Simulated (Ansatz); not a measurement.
# How methods differ on SiH2O (oxosilane)

SiH2O has 4 atoms, charge 0, and is taken as a singlet. SMILES: `O=[SiH2]`. The shape was relaxed beforehand at wB97X-V/def2-SVP.

```xyz
4

O    -0.2852    0.4169    1.4813
Si   -0.0073    0.0094    0.0339
H     0.4411   -1.3472   -0.3817
H    -0.1486    0.9209   -1.1336
```

Quantity: the dissociation energy of the H4–Si2 bond into doublet H and doublet SiOH (shapes relaxed at wB97X-V/def2-SVP, no zero-point term), in eV. The values are calculated.

| level | kind | program | value (eV) |
| --- | --- | --- | --- |
| HF/def2-TZVPP | Hartree–Fock | Ansatz | 3.10 |
| SVWN5/def2-TZVPP | LDA | Ansatz | 3.90 |
| BLYP/def2-TZVPP | GGA | Ansatz | 3.57 |
| r2SCAN/def2-TZVPP | meta-GGA | Ansatz | 3.62 |
| B3LYP/def2-TZVPP | global hybrid | Ansatz | 3.71 |
| PBE0-D4/def2-TZVPP | global hybrid | Ansatz | 3.63 |
| CAM-B3LYP/def2-TZVPP | range-separated hybrid | Ansatz | 3.76 |
| B2PLYP/def2-TZVPP | double hybrid | Ansatz | 3.72 |
| RPA@PBE/def2-TZVPP | RPA | Ansatz | 3.65 |

The values span 3.10 to 3.90 eV. Hartree–Fock misses the correlation of the electron pair that is broken and comes out low. Measured bond enthalpies also hold zero-point and thermal terms, a few tenths of an eV less.
